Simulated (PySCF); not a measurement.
# Si: ionisation energy

Si [Ne] 3s2 3p2 (3P) → Si⁺ [Ne] 3s2 3p1 (2P), as a difference of total energies. All numbers are calculated (PySCF 2.14, no relativity, point nucleus, in aug-cc-pV(D+d)Z). Correlated levels: valence: [Ne] frozen. The calculations carry no spin-orbit coupling.

Task: Order these methods by the ionisation energy they give, lowest first.
A. r2SCAN
B. CCSD(T) (valence)
C. UHF
D. MP2 (valence)

Result: C (7.649 eV), D (7.965 eV), B (8.014 eV), A (8.333 eV).

Errors of the correlated levels include the incompleteness of this basis and the frozen core.

For comparison: 8.157 eV (measured; NIST levels, between the centres of gravity of the two terms).
